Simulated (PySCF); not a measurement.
Gas-phase reaction: 2 SiHCl + 2 SiH₂Cl ⇌ c-Si₃H₆ + SiCl₄

Computed with PySCF and rigid-rotor harmonic-oscillator thermochemistry at 1 bar. † marks an energy on the PBE0/def2-TZVP geometry and frequencies; other levels use their own. MP2 and CCSD(T) freeze the core. Open shells (unrestricted): SiH₂Cl (multiplicity 2); the rest are closed-shell singlets. B3LYP is the form with VWN-RPA correlation. SiHCl, SiH₂Cl, c-Si₃H₆: computed as isolated molecules; such fragments, hydroxides, amides, oligomers or adducts are transient or little studied in the gas. MP2 isn't extrapolated to the basis-set limit; its ΔH°(298 K) is -576.9 kJ in def2-SVP and -592.4 kJ in def2-TZVPP. CCSD(T) isn't extrapolated to the basis-set limit; its ΔH°(298 K) is -538.5 kJ in def2-SVP and -558.8 kJ in def2-TZVPP. The harmonic model lacks anharmonicity and excited electronic states, which grow with temperature; levels with a mode under 35 cm⁻¹ are left out.

```csv
level,"ΔE electronic, kJ","ΔH°(298 K), kJ","ΔS°(298 K), J/K","ΔG°(1600 K), kJ"
B3LYP/def2-TZVP†,-516,-499,-388,82
CCSD(T)/def2-SVP†,-555,-539,-388,43
M06-2X/def2-TZVP†,-554,-537,-388,45
MP2/def2-SVP†,-594,-577,-388,5
PBE0/def2-SVP†,-606,-589,-388,-7
PBE0/def2-TZVP,-595,-578,-388,4
LDA/def2-TZVP†,-679,-663,-388,-81
```
ΔH° is lowest at LDA/def2-TZVP† and highest at B3LYP/def2-TZVP†. No reference value is set beside these.
